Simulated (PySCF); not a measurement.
# Single point on Cl₂⁺

State: doublet, unpaired electrons π ↑.

An equivalent input (the run itself took its basis sets from the Basis Set Exchange, started from a PBE0 density and held the occupation σ 9α 9β, πx 4α 4β, πy 4α 3β):

```python
from pyscf import gto, scf, cc
mol = gto.M(atom='Cl 0 0 0; Cl 0 0 1.89', basis={'Cl': 'def2-TZVPPD'},
            charge=1, spin=1, verbose=4, symmetry='C2v')
mf = scf.UHF(mol)
mf.irrep_nelec = {'A1': (9, 9), 'B1': (4, 4), 'B2': (4, 3)}
mf.conv_tol = 1e-9
mf.max_cycle = 60
mf.diis_space = 10
mf.kernel()
mycc = cc.CCSD(mf, frozen=[[0, 1, 2, 3, 4, 5, 6, 7, 8, 9, 100, 101], [0, 1, 2, 3, 4, 5, 6, 7, 8, 9, 100, 101]])
mycc.run(conv_tol=1e-7, conv_tol_normt=1e-5, max_cycle=80, diis_space=8)
et = mycc.ccsd_t()
```

The SCF ended at -918.58571546 hartree. The coupled-cluster part of the log:

```
******** <class 'pyscf.cc.uccsd.UCCSD'> ********
CC2 = 0
CCSD nocc = (7, 6), nmo = (90, 90)
frozen orbitals [[0, 1, 2, 3, 4, 5, 6, 7, 8, 9, 100, 101], [0, 1, 2, 3, 4, 5, 6, 7, 8, 9, 100, 101]]
max_cycle = 80
direct = 0
conv_tol = 1e-07
conv_tol_normt = 1e-05
diis_space = 8
diis_start_cycle = 0
diis_start_energy_diff = 1e+09
Init t2, MP2 energy = -0.360537008215595
Init E_corr(UCCSD) = -0.36053700822373
cycle = 1  E_corr(UCCSD) = -0.380640092555055  dE = -0.0201030843  norm(t1,t2) = 0.0722198
cycle = 2  E_corr(UCCSD) = -0.390735990562844  dE = -0.010095898  norm(t1,t2) = 0.0224883
cycle = 3  E_corr(UCCSD) = -0.392580331310401  dE = -0.00184434075  norm(t1,t2) = 0.00974352
cycle = 4  E_corr(UCCSD) = -0.393762354815301  dE = -0.0011820235  norm(t1,t2) = 0.00340483
cycle = 5  E_corr(UCCSD) = -0.393641484010267  dE = 0.000120870805  norm(t1,t2) = 0.000760351
cycle = 6  E_corr(UCCSD) = -0.393627041079786  dE = 1.44429305e-05  norm(t1,t2) = 0.000169592
cycle = 7  E_corr(UCCSD) = -0.393634107054352  dE = -7.06597457e-06  norm(t1,t2) = 5.45107e-05
cycle = 8  E_corr(UCCSD) = -0.393633892624706  dE = 2.14429645e-07  norm(t1,t2) = 1.26092e-05
cycle = 9  E_corr(UCCSD) = -0.393633729716305  dE = 1.62908401e-07  norm(t1,t2) = 3.80364e-06
cycle = 10  E_corr(UCCSD) = -0.393633781379945  dE = -5.16636399e-08  norm(t1,t2) = 1.27639e-06
UCCSD converged
E(UCCSD) = -918.9793492372561  E_corr = -0.3936337813799452
UCCSD(T) correction = -0.0195596139456798
```

T1 diagnostic 0.013, D1 0.040, 13 electrons correlated, 2 of the virtual orbitals (those above 20 hartree) left out.

Repeating this along the bond gives Re = 1.907 Å and ωe = 636 cm⁻¹.

A point of this curve took 79 CPU seconds beside 0.75 for the integrals, on Intel Xeon Platinum 8175M @ 2.50GHz (shared host).

Correlated steps freeze 10 core orbitals. The state was picked by a PBE0 search and need not be the measured ground state.
